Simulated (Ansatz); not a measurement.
# GaH⁻, sextet: reading a ladder of total energies

Geometry: that of the GaH⁻, quartet, kept fixed. The quartet lies 7.0 eV lower here.

```xyz
2

Ga    0.0000    0.0000    0.0000
H     0.0000    0.0000    1.6026
```

Basis aug-cc-pVDZ; Ansatz 0.2.0. Only valence electrons are correlated (noble-gas cores and the filled d shells of p-block atoms frozen), which leaves 5 electrons in 31 orbitals. R marks a restricted (for open shells ROHF) determinant. No spin–orbit coupling is included, and no scalar relativity. This anion state lies near or above the neutral species, so the extra electron is weakly bound or unbound and the energies hang on the diffuse functions.

Full CI is exact within this basis and frozen core; it isn't the basis-set limit.

RCCSD has a T1 diagnostic of 0.058 and a largest doubles amplitude of 0.04.

Runs differ by some tens of microhartree through their thresholds and, for an open shell, their frozen cores, so steps under 0.03 kcal/mol mean nothing.

Here the R and U totals at CCSDT(Q) differ by 0.91 kcal/mol, a measure of how far such totals hang on the determinant and its frozen core.

```json
{"level": "RHF", "total energy (hartree)": "-1923.511682"}
{"level": "RMP2", "total energy (hartree)": "-1923.525771"}
{"level": "RCCSD", "total energy (hartree)": "-1923.532923"}
{"level": "RCCSD(T)", "total energy (hartree)": "-1923.533209"}
{"level": "RCCSDT", "total energy (hartree)": "-1923.533347"}
{"level": "RCCSDT(Q)", "total energy (hartree)": "-1923.533350"}
{"level": "full CI", "total energy (hartree)": "-1923.533320"}
```

What is the correlation energy at full CI, and what share of it do RMP2 and RCCSD(T) recover?

E(corr) = -1923.533320 − (-1923.511682) = -0.021638 hartree = -0.589 eV. RMP2: -0.014089 / -0.021638 = 65.11 %. RCCSD(T): -0.021527 / -0.021638 = 99.49 %.

By how many kcal/mol does RCCSD(T) miss full CI (1 hartree = 627.509 kcal/mol), and which steps make up the rest?

-1923.533209 − (-1923.533320) = 0.000111 hartree = 0.07 kcal/mol. Steps: RCCSDT − RCCSD(T) = -0.09, RCCSDT(Q) − RCCSDT = 0.00, full CI − RCCSDT(Q) = 0.02 kcal/mol. That is within 1 kcal/mol of the reference in this basis, which itself misses far more of the correlation at the basis-set limit.
